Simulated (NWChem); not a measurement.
# SiH4O2 (SMILES O[SiH2]O) at HF/3-21G

What is the energy change on altering one bond length of SiH4O2 at HF/3-21G? 

The calculation is run with NWChem 7.3.0.

4 further runs of the same task are left out: 2 that didn't finish, 2 set aside as unsound or not needed.

### Step 1. The structure to begin with

SiH4O2 has 7 atoms, charge 0, and is taken as a singlet. SMILES: `O[SiH2]O`. The coordinates come from a PBE0-D4/def2-TZVP relaxation. This is one conformer, not always the lowest.

Bond lengths: O1–Si2 1.642 Å, Si2–O3 1.642 Å, O1–H4 0.958 Å, Si2–H5 1.481 Å, Si2–H6 1.481 Å, O3–H7 0.958 Å. Angles: O1–Si2–O3 113.5°, O1–Si2–H5 111.5°, O1–Si2–H6 103.9°, O3–Si2–H5 103.9°, O3–Si2–H6 111.5°, Si2–O1–H4 117.7°, Si2–O3–H7 117.7°, H5–Si2–H6 112.9°.

### Step 2. Energy and forces at HF/3-21G

Input file h4o2si.nw:

```
start h4o2si
title "H4O2Si hf"
memory total 2200 mb

geometry units angstrom noautosym nocenter noautoz
  O       -1.385150      -0.243860      -0.354380
  Si       0.051410       0.422210       0.079240
  O        1.274030      -0.668570       0.183160
  H       -1.456660      -0.615580      -1.234790
  H        0.526670       1.393040      -0.933360
  H       -0.229300       1.048860       1.391580
  H        1.219010      -1.336090       0.868560
end

basis spherical bse
  * library 3-21G
end

scf
  thresh 1e-08
  maxiter 80
end

task scf gradient
```

Started as:

```console
nwchem h4o2si.nw > h4o2si.out
```

What it wrote:

```text
[...]
  functions       =    39
[...]
  wavefunction    = RHF
[...]
         Total SCF energy =   -438.687630763946
      One-electron energy =   -847.340743707843
      Two-electron energy =    288.179152240523
 Nuclear repulsion energy =    120.473960703373
        Time for solution =      1.2s
[...]
                         RHF ENERGY GRADIENTS
    atom               coordinates                        gradient
                 x          y          z           x          y          z
   1 O      -2.617554  -0.460829  -0.669681    0.009344   0.009257   0.009496
   2 Si      0.097151   0.797861   0.149742   -0.004551  -0.037329  -0.006999
   3 O       2.407568  -1.263414   0.346122   -0.006516   0.013922  -0.005136
   4 H      -2.752688  -1.163278  -2.333415    0.010741   0.005265   0.004602
   5 H       0.995262   2.632464  -1.763795    0.002091   0.000149  -0.002226
   6 H      -0.433314   1.982058   2.629705   -0.002093  -0.000174   0.002219
   7 H       2.303595  -2.524844   1.641340   -0.009015   0.008911  -0.001954
[...]
```

It took 2 s on 1 thread of Intel Xeon 6975P-C (Granite Rapids), shared host; peak memory 0.099 GiB.

### Step 3. The distorted shape: a single-point energy at HF/3-21G

Input file m1.nw:

```
start m1
memory total 2200 mb

geometry noautosym nocenter noautoz
   O       -3.109044      -1.043154      -0.874731
   Si       0.051410       0.422210       0.079240
   O        1.274030      -0.668570       0.183160
   H       -3.180554      -1.414874      -1.755141
   H        0.526670       1.393040      -0.933360
   H       -0.229300       1.048860       1.391580
   H        1.219010      -1.336090       0.868560
end

basis spherical bse
   * library 3-21G
end

scf
   thresh 1e-08
   maxiter 80
end

task scf energy
```

Started as:

```console
nwchem m1.nw > m1.out
```

What it wrote:

```text
[...]
  functions       =    39
[...]
  wavefunction    = RHF
[...]
         Total SCF energy =   -438.393004618690
      One-electron energy =   -789.987480741486
      Two-electron energy =    259.708622168824
 Nuclear repulsion energy =     91.885853953972
        Time for solution =      1.1s
[...]
```

Wall time 1.8 s (1 thread of Intel Xeon 6975P-C (Granite Rapids), shared host); peak memory 0.096 GiB.

### Step 4. Outcome

Level: HF/3-21G.

| quantity | value |
| --- | --- |
| first shape: total energy | -438.68763 Eh |
| first shape: dipole moment | 0.98 D |
| first shape: HOMO energy | -12.35 eV |
| first shape: LUMO energy | 5.50 eV |
| first shape: HOMO–LUMO gap | 17.84 eV |
| first shape: largest force on an atom | 1.967 eV/Å |
| distorted shape: total energy | -438.39300 Eh |
| distorted shape: dipole moment | 4.02 D |
| distorted shape: HOMO energy | -7.21 eV |
| distorted shape: LUMO energy | -1.12 eV |
| distorted shape: HOMO–LUMO gap | 6.09 eV |
| energy change with the O1–Si2 bond stretched from 1.642 to 3.612 Å | 8.017 eV |

What this shows: One bond (distorted shape) is far stretched, which a spin-restricted single reference describes badly; a broken-symmetry solution may lie lower. With the O1–Si2 bond stretched from 1.642 to 3.612 Å the energy rises by 8.02 eV (185 kcal/mol). The first shape isn't relaxed at this level, so the change isn't measured from a minimum. A restricted reference can't describe the breaking bond well at this length. The largest force (first shape) is 1.97 eV/Å: the shape isn't a stationary point for this species at this level. Mulliken charges (distorted shape) run from -0.84 on O3 to +1.07 on Si2.
